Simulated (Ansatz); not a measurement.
**AsH$_{3}$⁺, doublet: the ladder up to UCCSDT(Q)**

Geometry: displaced at random from a stationary point.

```xyz
4

As    0.0002   -0.0001   -0.0150
H     1.4355   -0.0025    0.3959
H    -0.6845    1.2816    0.3451
H    -0.7640   -1.2710    0.3770
```

Basis cc-pVTZ; Ansatz 0.2.0. Only valence electrons are correlated (noble-gas cores and the filled d shells of p-block atoms frozen), which leaves 7 electrons in 71 orbitals. Prefix R: restricted or restricted open-shell reference; prefix U: unrestricted. Active spaces: valence = (7e, 7o) chosen from the atoms' valence shells. No spin–orbit coupling is included, and no scalar relativity.

Full CI isn't at hand for all of this; UCCSDT(Q) serves as the reference, and is uncertain by the last step of the cluster series or more. The frozen core follows each run's orbitals, which can shift R against U totals by a few meV for light atoms and by up to 0.1 eV past Ca.

* UHF ⟨S²⟩: 0.757
* T1 diagnostic (RCCSD): 0.0171
* largest doubles amplitude (RCCSD): 0.040
* T1 diagnostic (UCCSD): 0.0113

| level | E − E(UHF) (eV) |
| --- | --- |
| UMP2 | -3.2987 |
| UCCSD | -3.9876 |
| UCCSD(T) | -4.0908 |

Question: Estimate how far UCCSDT(Q) in cc-pVTZ lies from UCCSD(T). The table doesn't fix it; the size of (T) and the diagnostics are the guide.

Answer: UCCSDT(Q) in cc-pVTZ lies 0.51 kcal/mol below UCCSD(T), which is 22 % of the (T) step (-2.38 kcal/mol). The diagnostics are small and one determinant leads, so the series closes fast and only a small part of (T) is left.

The other levels:

| level | E − E(UCCSDT(Q)) (kcal/mol) | wall time |
| --- | --- | --- |
| UCCSDT | 0.06 | – |

Run but not shown, since their state, orbitals or frozen core can't be matched to the reference's or they repeat it: RHF, RMP2, RCCSD, RCCSD(T), BCCD(T), RCCSDT, RCCSDT(Q), CASSCF (valence space), NEVPT2 (valence space), MRCISD (valence space), MRCISD+Q (valence space).

Natural occupations of CASSCF (valence space) about the gap: 1.985 1.968 1.967 1.000 0.035 0.022 0.022; effectively unpaired electrons, Σ n²(2−n)², 1.02.
